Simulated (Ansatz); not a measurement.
Input for Ansatz (development build ahead of 0.2.0):

```yaml
crystal:
  periodic: [false, false, false]
  atoms:
    - { symbol: "N", position_ang: [0.0, 8.0e-05, -0.56658] }
    - { symbol: "N", position_ang: [0.0, -8.0e-05, 0.56658] }
    - { symbol: H, position_ang: [0.0, 0.91607, -0.841] }
    - { symbol: H, position_ang: [0.0, -0.91607, 0.841] }
basis:
  gaussian: { orbitals: cc-pVDZ }
hamiltonian:
  xc: hf
```

The input is written out in the form of the current development build from the run's settings.

Results

```json
{
 "Converged": "yes",
 "Total energy": "-109.98502 hartree",
 "Spin squared of the determinant": "0.000"
}
```

Caution: no unrestricted run beside it, a lower state can exist.
